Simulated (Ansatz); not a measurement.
Relaxation of C3H7NO (12 atoms, charge 0, multiplicity 1), to a largest force component of 0.015 eV/Å in at most 40 steps.

Level of theory: Ansatz, RKS LDA/6-31G*.

```xyz
12
Properties=species:S:1:pos:R:3:forces:R:3
C -0.883 -1.004 0.010 -2.13 3.13 -1.11
C 0.031 0.178 0.282 0.41 0.13 1.11
N 1.388 -0.301 0.223 1.69 0.05 0.69
C -0.060 1.286 -0.763 -1.14 0.19 1.41
O -0.206 2.462 -0.495 0.35 -0.19 0.09
H -1.966 -0.582 0.004 1.21 -0.78 0.12
H -0.818 -1.746 0.757 0.24 -1.30 1.17
H -0.712 -1.389 -0.993 0.29 -0.43 -0.40
H -0.170 0.624 1.312 -0.41 0.00 -0.81
H 2.046 0.471 0.507 -0.54 -0.48 -0.41
H 1.545 -1.005 0.986 -0.29 0.23 -0.67
H -0.117 0.950 -1.795 0.33 -0.55 -1.17
```

Task: Where does it end, and by what steps?

Result: The run converged. After 13 steps the energy has fallen by 0.354 eV; O5 moved furthest, 0.60 Å.

```csv
step,energy less start (eV),largest force component (eV/Å),accepted
0,0.0000,3.130,yes
1,-0.1062,2.454,yes
2,-0.2773,1.042,yes
3,-0.3069,0.672,yes
4,-0.3281,0.252,yes
5,-0.3341,0.165,yes
6,-0.3384,0.340,yes
7,-0.3444,0.156,yes
8,-0.3452,0.501,yes
9,-0.3471,0.297,yes
10,-0.3515,0.132,yes
11,-0.3516,0.078,yes
12,-0.3540,0.038,yes
13,-0.3542,0.011,yes
```

```xyz
12
Properties=species:S:1:pos:R:3
C -0.918 -0.875 0.042
C 0.087 0.226 0.331
N 1.422 -0.307 0.208
C -0.114 1.264 -0.745
O -0.767 2.276 -0.619
H -1.952 -0.492 0.094
H -0.812 -1.692 0.782
H -0.737 -1.302 -0.963
H -0.165 0.707 1.305
H 2.123 0.345 0.577
H 1.511 -1.186 0.733
H 0.399 0.981 -1.712
```

The run took 110 s on 1 CPU thread of a shared host.
